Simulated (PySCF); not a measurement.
# How far are cheaper levels from CCSD(T)/CBS for SiH?

PySCF; the state is a doublet (π ↑). The composite is CCSD(T) extrapolated to the basis-set limit from two correlation-consistent sets, with core-valence (CV) and scalar-relativistic (SR) terms as its label shows; it has no spin–orbit coupling and nothing beyond (T). Here it is CCSD(T)/CBS(TQ)+CV+SR. It gives Re = 1.520 Å, ωe = 2050 cm⁻¹ and De = 3.20 eV to Si + H.

| level | basis | relativity | Re (Å) | ωe (cm⁻¹) | De (eV) |
| --- | --- | --- | --- | --- | --- |
| UHF | def2-TZVPPD | no relativity | 1.514 | 2127 | 2.28 |
| UHF-SCS-MP2 | 6-311G(d,p) | no relativity | 1.518 | 2111 | 2.90 |
| UHF-CCSD | def2-SVPD | no relativity | 1.530 | 2051 | 2.95 |
| UHF-CCSD(T) | cc-pV(D+d)Z/cc-pVDZ | no relativity | 1.533 | 2034 | 2.92 |
| UHF-CCSD(T) | pcseg-2 | no relativity | 1.519 | 2068 | 3.15 |
| PBE | def2-TZVPPD | no relativity | 1.544 | 1952 | 3.12 |
| r²SCAN | STO-3G | no relativity | 1.507 | 2404 | 4.53 |
| r²SCANh | cc-pV(D+d)Z/cc-pVDZ | no relativity | 1.536 | 2028 | 3.07 |
| M06-2X | 6-311G(d,p) | no relativity | 1.522 | 2082 | 3.16 |
| M06-2X | def2-TZVPPD | no relativity | 1.515 | 2089 | 3.24 |

Give the difference of each row from the composite.



```json
{"level": "UHF", "basis": "def2-TZVPPD", "ΔRe (pm)": "-0.6", "Δωe (%)": "+3.8", "ΔDe (eV)": "-0.92"}
{"level": "UHF-SCS-MP2", "basis": "6-311G(d,p)", "ΔRe (pm)": "-0.2", "Δωe (%)": "+3.0", "ΔDe (eV)": "-0.30"}
{"level": "UHF-CCSD", "basis": "def2-SVPD", "ΔRe (pm)": "+1.0", "Δωe (%)": "+0.0", "ΔDe (eV)": "-0.25"}
{"level": "UHF-CCSD(T)", "basis": "cc-pV(D+d)Z/cc-pVDZ", "ΔRe (pm)": "+1.3", "Δωe (%)": "-0.8", "ΔDe (eV)": "-0.28"}
{"level": "UHF-CCSD(T)", "basis": "pcseg-2", "ΔRe (pm)": "-0.1", "Δωe (%)": "+0.9", "ΔDe (eV)": "-0.05"}
{"level": "PBE", "basis": "def2-TZVPPD", "ΔRe (pm)": "+2.4", "Δωe (%)": "-4.8", "ΔDe (eV)": "-0.08"}
{"level": "r²SCAN", "basis": "STO-3G", "ΔRe (pm)": "-1.3", "Δωe (%)": "+17.3", "ΔDe (eV)": "+1.33"}
{"level": "r²SCANh", "basis": "cc-pV(D+d)Z/cc-pVDZ", "ΔRe (pm)": "+1.6", "Δωe (%)": "-1.1", "ΔDe (eV)": "-0.13"}
{"level": "M06-2X", "basis": "6-311G(d,p)", "ΔRe (pm)": "+0.2", "Δωe (%)": "+1.6", "ΔDe (eV)": "-0.04"}
{"level": "M06-2X", "basis": "def2-TZVPPD", "ΔRe (pm)": "-0.5", "Δωe (%)": "+1.9", "ΔDe (eV)": "+0.04"}
```

Which rows come closest in De?

UHF-CCSD(T) in pcseg-2 (-0.05 eV); M06-2X in 6-311G(d,p) (-0.04 eV); M06-2X in def2-TZVPPD (+0.04 eV), counted from the composite.

Correlated steps freeze 5 core orbitals. Correlated levels converge slowly with the basis: in double zeta they bind strong bonds too weakly, by up to about 1 eV, and carry superposition errors of some tenths. STO-3G is very small, so such numbers show the basis as much as the molecule. The state is the lowest determinant that a PBE0 search found; another state may lie lower at other levels.
